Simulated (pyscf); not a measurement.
PySCF, gas phase, ωB97X-D3(BJ)/def2-SVP geometries. Correlated levels are frozen-core, on RHF or UHF. ΔMP2 is the change of the MP2 total energy from the triple- to the quadruple-zeta basis.

Problem. How much does it cost (ΔH, 298 K, CCSD(T)/def2-TZVPP + ΔMP2(QZVPP)) to split `[OH][As]=[SiH2]` at its As–O bond into OH• + H₂Si=As•?

Solution. As–O to OH• + H₂Si=As•: 3.19 eV. The radicals are drawn with the spin at the cut bond; how far it spreads was not checked. HO–As=SiH₂ lies 1.16 eV over its isomer HO–Si:–AsH₂ [singlet], and others may lie lower still (electronic energy, ωB97M-D3(BJ)). Other isomers of H₂Si=As• were not searched in full and may lie lower. The CCSD(T) − MP2 part came from Ansatz, without density fitting, on the same reference. A UHF reference is spin-contaminated (<S²> up to 1.14), which harms MP2 most. The frozen core leaves the outer d or s,p core shells of the metals and heavy elements correlated in the MP2 and CC values, and def2-TZVPP describes them poorly, which can shift differences by a few kcal/mol. Left out: the spin-orbit lowering of OH. Elements up to Kr have no core potential and no relativistic terms here.
